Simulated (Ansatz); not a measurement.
# BHCl2 (SMILES ClBCl): a rigid scan of the bond length B2–Cl3

One table from this session's results is given with a row withheld; the runs are named, their logs left out.

Computed with Ansatz 0.2.0, Gaussian basis. Level: single points in def2-TZVPP.

Levels: PBE-D4, r2SCAN-D4, PBE0-D4, B3LYP-D4, wB97M-V, Hartree-Fock, MP2, CCSD, CCSD(T). The scan takes 1.422, 1.495, 1.602, 1.727, 1.866, 2.015, 2.173, 2.340, 2.514 Å.

Correlated methods freeze the cores. B3LYP uses VWN-RPA correlation.

19 further runs of the same task are left out: 19 set aside as unsound or not needed.

## The system as given

The minimum, relaxed at PBE0-D4: 4 atoms, charge 0, spin multiplicity 1.

Atoms are counted from 1 here; the program's logs count them from 0.

Bond lengths: Cl1–B2 1.734 Å, B2–Cl3 1.734 Å, B2–H4 1.187 Å. Angles: Cl1–B2–Cl3 120.7°, Cl1–B2–H4 119.7°, Cl3–B2–H4 119.7°.

As a file:

```xyz
4
BCl2H
Cl   -1.5207   -0.6802   -0.0042
B     0.0264    0.1002   -0.0687
Cl    1.4107   -0.6145    0.6926
H     0.1390    1.1342   -0.6400
```

Energies of the minimum (eV), from earlier single points: PBE-D4 -25729.50589, r2SCAN-D4 -25738.72912, PBE0-D4 -25731.68099, B3LYP-D4 -25741.90211, wB97M-V -25739.26864, CCSD(T) -25712.38911.

At the minimum the bond length B2–Cl3 is 1.734 Å.

The first run:

Input file ccsdt-tzvpp/in.yaml:

```yaml
crystal:
  periodic: [false, false, false]
  atoms:
    - {symbol: Cl, position_ang: [-1.520740, -0.680178, -0.004176]}
    - {symbol: B, position_ang: [0.026401, 0.100158, -0.068738]}
    - {symbol: Cl, position_ang: [1.161637, -0.485933, 0.555618]}
    - {symbol: H, position_ang: [0.139025, 1.134246, -0.639991]}
basis:
  gaussian: {orbitals: def2-TZVPP}
correlation: {method: ccsd_t}
```

The command line of these runs was not kept.

Among the steps run: B2–Cl3 = 1.422 Å; B2–Cl3 = 1.495 Å; B2–Cl3 = 1.602 Å; B2–Cl3 = 1.727 Å; B2–Cl3 = 1.866 Å; B2–Cl3 = 2.015 Å; B2–Cl3 = 2.173 Å; B2–Cl3 = 2.340 Å; B2–Cl3 = 2.514 Å.

One of the session's tables, all rows but one given; the rest of the session is left out.

Energies less that of the minimum at the same level (eV):

```
bond length (Å)  PBE-D4  PBE0-D4  B3LYP-D4  wB97M-V  Hartree-Fock
          1.422   2.124    2.069     2.119    2.113         2.276
          1.495   1.103    1.055     1.098    1.087         1.190
          1.602   0.295    0.265     0.291    0.280         0.322
          1.727   0.002    0.001     0.002    0.001         0.003
1.734 (minimum)   0.000    0.000     0.000    0.000         0.000
          1.866       ?        ?         ?        ?             ?
          2.015   0.541    0.624     0.556    0.607         0.597
          2.173   1.090    1.224     1.116    1.209         1.220
          2.340   1.694    1.883     1.732    1.877         1.920
          2.514   2.298    2.542     2.352    2.549         2.630
```

Estimate the missing values for bond length (Å) = 1.866.

As computed: PBE-D4: 0.135; PBE0-D4: 0.172; B3LYP-D4: 0.141; wB97M-V: 0.161; Hartree-Fock: 0.146.
